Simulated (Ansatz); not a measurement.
# An input for triplet BSiH5

BSiH5 has 7 atoms, charge 0, and is taken as a triplet. SMILES of the parent species: `B[SiH3]`. Geometry: relaxed at PBE0-D4/def2-TZVP. That shape belongs to the parent species and isn't relaxed for this state.

```xyz
7

B    -0.0432   -1.1890    0.2043
Si    0.0891    0.7853   -0.1485
H    -1.1260   -1.6906    0.2901
H     0.9064   -1.9025    0.3354
H    -0.6160    1.0934   -1.4272
H    -0.6236    1.5167    0.9396
H     1.4745    1.3188   -0.2395
```

Settings wanted:

| Setting | Value |
| --- | --- |
| basis set | STO-3G |
| core potential | none |
| task | energy |
| method | HF |
| dispersion | none |
| reference | UHF |
| accuracy | high |
| start density | atoms |

Q: Write the Ansatz 0.2.0 input and the command.

A: This one ran through:

run.yaml:
```yaml
crystal:
  periodic: [false, false, false]
  atoms:
    - symbol: B
      position_ang: [-0.043200, -1.189000, 0.204300]
    - symbol: Si
      position_ang: [0.089100, 0.785300, -0.148500]
    - symbol: H
      position_ang: [-1.126000, -1.690600, 0.290100]
    - symbol: H
      position_ang: [0.906400, -1.902500, 0.335400]
    - symbol: H
      position_ang: [-0.616000, 1.093400, -1.427200]
    - symbol: H
      position_ang: [-0.623600, 1.516700, 0.939600]
    - symbol: H
      position_ang: [1.474500, 1.318800, -0.239500]
basis:
  gaussian:
    orbitals: STO-3G
magnetization:
  spin_polarized: true
  initial_magnetization: 2
hamiltonian:
  xc: hf
accuracy: high
output:
  orbitals: {seedname: orbitals}
```

```bash
$ ansatz run run.yaml --threads 1 --pin off --max-ram 3480MiB --events-out events.jsonl --progress --plain --runs-dir runs
```

Calculated total energy: -312.66649 Eh.
